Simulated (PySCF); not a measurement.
Ionisation energy of Be by level of theory

Be [He] 2s2 (1S) → Be⁺ [He] 2s1 (2S), as a difference of total energies. Computed with PySCF 2.14 in x2c-QZVPPall (7s4p2d1f, 36 functions), with scalar relativity by spin-free X2C-1e. Correlated levels: valence: 1s2 frozen; valence and next inner shell: nothing frozen. The calculations carry no spin-orbit coupling.

| method | ionisation energy (eV) |
| --- | --- |
| UHF | 8.044 |
| LDA | 9.027 |
| PBE | 8.998 |
| PBE0 | 8.972 |
| r2SCAN | 8.795 |
| PW91 | 9.048 |
| HSE06 | 8.967 |
| BHandHLYP | 8.963 |
| r2SCANh | 8.809 |
| MP2 (valence) | 8.819 |
| SCS-MP2 (valence) | 8.974 |
| MP2 (valence and next inner shell) | 8.841 |
| SCS-MP2 (valence and next inner shell) | 8.991 |

**Question.** How much does correlation contribute at MP2 (valence and next inner shell)?

**Answer.** 8.841 − (8.044) = 0.797 eV, measured against UHF.

Errors of the correlated levels include the incompleteness of this basis and the frozen core.

MP2 underrates the near-degeneracy of ns² with np² in the lower species.

For comparison: 9.323 eV (measured; NIST Atomic Spectra Database, ionization energies).
